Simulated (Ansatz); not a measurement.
This geometry of C2HClF2O (7 atoms, charge 0, multiplicity 1) is a first-order saddle point.

The calculation used RKS r2SCAN/def2-SVP (Ansatz 0.2.0).

```xyz
7
Properties=species:S:1:pos:R:3
F 0.035 -1.177 1.154
C -0.117 -0.590 -0.034
F -0.912 -1.369 -0.781
O 1.073 -0.268 -0.626
C -0.381 0.892 -0.099
Cl -0.254 1.705 1.383
H 0.618 0.739 -1.042
```

Which two structures does it join? (They come from a converged band through this point; their orientation in space is the band's.)

Bonds broken: O4–C5, C5–H7. Bonds formed: O4–H7.

Image 0:

```xyz
7
Properties=species:S:1:pos:R:3
F -0.360 -1.251 1.209
C -0.107 -0.729 0.016
F -0.624 -1.513 -0.928
O 1.158 -0.268 -0.206
C 0.082 0.698 -0.177
Cl 0.036 1.806 1.175
H -0.124 1.188 -1.136
```

Image 6:

```xyz
7
Properties=species:S:1:pos:R:3
F 0.207 -1.082 1.109
C -0.067 -0.405 -0.016
F -1.037 -1.099 -0.670
O 1.092 -0.332 -0.734
C -0.534 1.035 0.081
Cl -0.522 1.567 1.681
H 0.921 0.248 -1.496
```

How far does it lie above each of them?

2.68 eV above the first and 0.49 eV above the second. This is the barrier of this one path; another mechanism may lie lower. The orbitals stay closed-shell, which can raise the energy where a bond breaks towards radicals; this wasn't checked here.

The run took 3.4 min on 2 threads of Arm Neoverse V1 (shared host), peak memory 0.15 GiB.
